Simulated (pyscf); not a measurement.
ammonia (NH₃) + HN=GaH → H₂N–GaH–NH₂ (addition across a multiple bond or ene-type step; singlet surface; H–N broken, Ga–N, H–N formed). Single points on ωB97X-D3(BJ)/def2-SVP structures (PySCF, gas phase). MP2 and CC: frozen core, UHF for open shells. ΔMP2 is the change of the MP2 total energy from the triple- to the quadruple-zeta basis. Energies in eV from the separated reactants.

```tsv
level	barrier	reaction energy
B3LYP-D3(BJ)/def2-TZVP	-0.55	-2.70
PBE0-D3(BJ)/def2-TZVP	-0.74	-2.87
M06-2X/def2-TZVP	-0.80	-3.10
ωB97M-D3(BJ)/def2-TZVP	?	-2.86
HF/def2-TZVP	-0.28	-3.25
CCSD/def2-TZVPP	-0.52	-2.89
CCSD(T)/def2-TZVPP + ΔMP2(QZVPP)	?	?
```

### Question
Some entries are withheld; supply them.

### Answer

- ωB97M-D3(BJ)/def2-TZVP, barrier: -0.60
- CCSD(T)/def2-TZVPP + ΔMP2(QZVPP), barrier: -0.53
- CCSD(T)/def2-TZVPP + ΔMP2(QZVPP), reaction energy: -2.77

On the reactant side the descent ends in an adduct with a Ga–N contact, 1.06 eV under the separated species and 0.38 eV under the saddle at ωB97X-D3(BJ)/def2-TZVP. At B3LYP-D3(BJ), PBE0-D3(BJ), M06-2X, ωB97M-D3(BJ)/def2-TZVP, HF, CCSD, CCSD(T) the saddle lies under the separated reactants, which points to a path from their complex (located at ωB97X-D3(BJ) alone). What is counted as formed (Ga–N) is already present as a longer contact in the reactant adduct; forming that adduct is a step of its own. At ωB97X-D3(BJ)/def2-TZVP the barrier from the zero used here is -0.68 eV. HN=GaH lies 2.20 eV over its isomer H₂N–Ga [singlet] (electronic energy, ωB97M-D3(BJ)/def2-TZVP). This is the saddle that the search found; another between the same sides may lie lower. The CCSD(T) − MP2 part came from Ansatz, without density fitting, on the same reference. The frozen core leaves the outer d or s,p core shells of the metals and heavy elements correlated in the MP2 and CC values, and def2-TZVPP describes them poorly, which can shift differences by a few kcal/mol. Elements up to Kr have no core potential and no relativistic terms here.
